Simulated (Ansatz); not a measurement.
# CHAl (triplet): from Hartree-Fock to the top rungs at distance Al1–C2 = 2.104 Å, 6-31G

Aim: climb from Hartree-Fock through coupled cluster and multireference methods for CHAl (triplet) at one geometry and basis, and see what each rung misses.

Method: 6-31G, core rule «outside noble gas», up to 6 orbitals frozen; program: Ansatz 0.2.0, Gaussian basis.

To be run: UHF; CCSD(T) on ROHF; CCSD(T) on UHF; BCCD(T) on ROHF; CISD; CCSDT(Q) on ROHF; CCSDT(Q) on UHF; CISDTQ; CCSDTQ on ROHF; CCSDTQ on UHF; CASSCF and MRCISD+Q, 4 electrons in 4 orbitals; CASSCF and NEVPT2, 4 electrons in 4 orbitals; CASSCF and MRCISD+Q, 8 electrons in 9 orbitals; CASSCF and NEVPT4(SD), 8 electrons in 9 orbitals; CASSCF and NEVPT2, 8 electrons in 9 orbitals; Full CI.

18 further runs of the same task are left out: 14 that didn't finish, 4 set aside as unsound or not needed.

## Step 1: What is computed

The geometry derives from a PBE0/def2-TZVP stationary point (not a proven minimum). One bond is set to the value named and the two fragments are kept rigid.

3 atoms, charge 0, spin multiplicity 3.

Atoms are counted from 1 here; the program's logs count them from 0.

Bond lengths: Al1–C2 2.104 Å, Al1–H3 1.601 Å. Angles: C2–Al1–H3 180.0°.

## Step 2: UHF

in.yaml reads:

```yaml
crystal:
  periodic: [false, false, false]
  atoms:
    - {symbol: Al, position_ang: [0.000000, 0.000000, 0.167700]}
    - {symbol: C, position_ang: [0.000000, 0.000000, -1.936300]}
    - {symbol: H, position_ang: [0.000000, 0.000000, 1.768600]}
basis:
  gaussian: {orbitals: 6-31G}
magnetization: {spin_polarized: true, initial_magnetization: 2}
hamiltonian: {xc: hf}
output: {orbitals: {seedname: orbitals}}
```

Run with:

```bash
$ ansatz run in.yaml --threads 1 --pin off --events-out ev --progress --plain --max-ram 2393MiB
```

Further steps of the session: CCSD(T) on ROHF; CCSD(T) on UHF; BCCD(T) on ROHF; CISD; CCSDT(Q) on ROHF; CCSDT(Q) on UHF; CISDTQ; CCSDTQ on ROHF; CCSDTQ on UHF; CASSCF and MRCISD+Q, 4 electrons in 4 orbitals; CASSCF and NEVPT2, 4 electrons in 4 orbitals; CASSCF and MRCISD+Q, 8 electrons in 9 orbitals; CASSCF and NEVPT4(SD), 8 electrons in 9 orbitals; CASSCF and NEVPT2, 8 electrons in 9 orbitals; Full CI.

Before running them: what should the planned runs give, taken together? Wanted: FCI below the RHF energy; RMP2 from FCI; UMP2 from FCI; RCCSD from FCI; RCCSD(T) from FCI; UCCSD(T) from FCI; RCCSDT(Q) from FCI; UCCSDT(Q) from FCI; NEVPT2 pair from FCI.

As calculated:

```
                         quantity                                                                                             value
         FCI below the RHF energy                                                                                        -3.4522 eV
                    RMP2 from FCI                                                                                     +102.6 kJ/mol
                    UMP2 from FCI                                                                                     +123.4 kJ/mol
                   RCCSD from FCI                                                                                      +22.5 kJ/mol
                RCCSD(T) from FCI                                                                                       +7.2 kJ/mol
                UCCSD(T) from FCI                                                                                       +7.7 kJ/mol
               RCCSDT(Q) from FCI                                                                                       -0.1 kJ/mol
               UCCSDT(Q) from FCI                                                                                       -0.9 kJ/mol
             NEVPT2 pair from FCI                                                                                      +94.8 kJ/mol
           MRCISD+Q pair from FCI                                                                                       +5.2 kJ/mol
          NEVPT2 valence from FCI                                                                                      +25.8 kJ/mol
levels within 1 kcal/mol (43 meV)  RCCSDT, UCCSDT, CISDTQ, RCCSDT(Q), UCCSDT(Q), RCCSDTQ, UCCSDTQ, MRCISD valence, MRCISD+Q valence
                    T1 diagnostic                                                                                             0.067
   effectively unpaired electrons                                                                                              2.15
```

What this shows: RCCSD(T) lands +7.2 kJ/mol from the yardstick (2.2 % of the correlation energy). UCCSDT(Q) falls below full CI: unrestricted runs freeze a spin-polarised core, another one than full CI's, and coupled cluster isn't variational. The occupations are near whole numbers, but T1 = 0.067 shows that the orbitals relax strongly. Of the multireference levels listed MRCISD+Q valence comes nearest in total energy (+1.5 kJ/mol), which doesn't show that its space is the better one. These misses are within one basis, not against nature; the frozen cores of restricted and unrestricted runs differ, which can shift their rows.
